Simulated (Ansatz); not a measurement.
in.yaml

```yaml
crystal:
  periodic: [false, false, false]
  atoms:
    - {symbol: As, position_ang: [0.011111, -0.018727, -0.022444]}
    - {symbol: H, position_ang: [1.447223, -0.004964, 0.399678]}
    - {symbol: H, position_ang: [-1.575684, 2.666999, 0.875039]}
    - {symbol: H, position_ang: [-0.697414, -1.270021, 0.393548]}
basis:
  gaussian: {orbitals: "6-31G*"}
total_charge: 1
magnetization: {spin_polarized: false, initial_magnetization: 1}
correlation: {method: fic_mrcisd_q_relaxed, electrons: outside_noble_gas, active_space: {window: {electrons: 7, orbitals: 4}}}
accuracy: high
```

```sh
$ ansatz run in.yaml --threads 1 --pin off --events-out ev --progress --plain --max-ram 2393MiB
```

The program prints:

```
691 factors; integrals over basis functions are off by at most 4.4e-9 eV
mean field evaluation 1: about -60818.7163 eV, gradient 1.4e1 eV
mean field evaluation 2: about -60818.7403 eV, gradient 1.4e1 eV
mean field evaluation 4: about -60822.5054 eV, gradient 7.2e0 eV
mean field evaluation 8: about -60822.9790 eV, gradient 5.2e-1 eV
mean field evaluation 16: about -60822.9850 eV, gradient 7.6e-6 eV
mean field evaluation 32: about -60822.9829 eV, gradient 3.7e-1 eV
mean field -60822.98498828 eV, -2235.2034710192 hartree, gradient 8.6e-8 eV, S^2 0.750000; 2 other end points of the search recorded, 0 dependent functions left out
reference -60822.98498828 eV, -2235.2034710192 hartree; 18, 17 occupied and 23, 24 virtual orbitals, 691 factors
state -60822.98498828 eV, -2235.2034710192 hartree
contracted CI cycle   1: correlation 0.00000000 eV, 0.0000000000 hartree, residual 1.12e1 eV
contracted CI cycle   2: correlation -2.49485298 eV, -0.0916841559 hartree, residual 2.36e0 eV
contracted CI cycle   3: correlation -2.62128881 eV, -0.0963305869 hartree, residual 8.52e-1 eV
contracted CI cycle   4: correlation -2.63778844 eV, -0.0969369371 hartree, residual 3.34e-1 eV
contracted CI cycle   5: correlation -2.64127806 eV, -0.0970651783 hartree, residual 2.25e-1 eV
contracted CI cycle   6: correlation -2.64299998 eV, -0.0971284578 hartree, residual 1.16e-1 eV
contracted CI cycle   7: correlation -2.64334544 eV, -0.0971411532 hartree, residual 4.99e-2 eV
contracted CI cycle   8: correlation -2.64339815 eV, -0.0971430903 hartree, residual 1.78e-2 eV
contracted CI cycle   9: correlation -2.64340506 eV, -0.0971433442 hartree, residual 7.02e-3 eV
contracted CI cycle  10: correlation -2.64340594 eV, -0.0971433764 hartree, residual 1.94e-3 eV
contracted CI cycle  11: correlation -2.64340601 eV, -0.0971433790 hartree, residual 5.63e-4 eV
contracted CI cycle  12: correlation -2.64340601 eV, -0.0971433793 hartree, residual 1.85e-4 eV
contracted CI cycle  13: correlation -2.64340602 eV, -0.0971433793 hartree, residual 8.76e-5 eV
contracted CI cycle  14: correlation -2.64340602 eV, -0.0971433793 hartree, residual 4.67e-5 eV
contracted CI cycle  15: correlation -2.64340602 eV, -0.0971433793 hartree, residual 2.24e-5 eV
contracted CI cycle  16: correlation -2.64340602 eV, -0.0971433793 hartree, residual 1.07e-5 eV
contracted CI cycle  17: correlation -2.64340602 eV, -0.0971433793 hartree, residual 3.30e-6 eV
contracted CI cycle  18: correlation -2.64340602 eV, -0.0971433793 hartree, residual 1.01e-6 eV
state -60822.98498828 eV, -2235.2034710192 hartree; corrected -60825.82786929 eV, -2235.3079449696 hartree
Total energy: -60825.82786929 eV, -2235.3079449696 hartree
```

Natural occupations: 2.0000 2.0000 2.0000 1.0000.

Ran on 1 thread of Arm Neoverse V2, shared host: 1.3 s wall, 0.19 GiB peak host memory.
